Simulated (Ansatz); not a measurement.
Born–Oppenheimer molecular dynamics of CH4S + O2S (9 atoms, charge 0, multiplicity 1). It starts from a relaxed structure.

Computed with UKS PBE0-D4/STO-3G in Ansatz 0.2.0.

| Property | Result |
| --- | --- |
| ensemble | NVE (velocity Verlet) |
| time step | 0.5 fs |
| steps asked | 154 |
| starting velocities drawn for | 3000 K |
| seed | 609147 |

First frame:

```xyz
9
Properties=species:S:1:pos:R:3
C -0.499 0.202 -1.259
S 1.238 -0.306 -1.288
H -1.186 -0.621 -1.501
H -0.664 0.999 -1.995
H -0.763 0.589 -0.261
H 1.222 -0.713 0.019
O 1.043 -1.064 1.787
S 0.243 -0.003 2.778
O -0.633 0.917 1.720
```

Q: How far do the bonds stretch over the last three quarters of this one trajectory? (Pairs bonded in most of those frames.)

A: 
```json
{"bond": "C1–S2", "mean (Å)": "1.878", "spread (Å)": "0.102", "shortest": "1.68", "longest": "1.98"}
{"bond": "C1–H3", "mean (Å)": "1.117", "spread (Å)": "0.045", "shortest": "1.03", "longest": "1.19"}
{"bond": "C1–H4", "mean (Å)": "1.125", "spread (Å)": "0.077", "shortest": "1.00", "longest": "1.24"}
{"bond": "C1–H5", "mean (Å)": "1.121", "spread (Å)": "0.072", "shortest": "0.99", "longest": "1.26"}
{"bond": "S2–H6", "mean (Å)": "1.368", "spread (Å)": "0.050", "shortest": "1.28", "longest": "1.44"}
{"bond": "O7–S8", "mean (Å)": "1.689", "spread (Å)": "0.063", "shortest": "1.57", "longest": "1.76"}
{"bond": "S8–O9", "mean (Å)": "1.658", "spread (Å)": "0.022", "shortest": "1.62", "longest": "1.69"}
```

Mean temperature of the second half: 1536 K. The conserved energy stayed within 1.8 meV per atom of its start (net change 1.1 meV per atom), so the integration is sound. The temperature averaged 0.51 of the 3000 K drawn at the start: a run that starts near a minimum puts about half its kinetic energy into the potential. A run of 0.077 ps of so small a system gives no equilibrium averages. Limits of this set-up: minimal basis.

The run took 13 min on 1 CPU thread of a shared host.
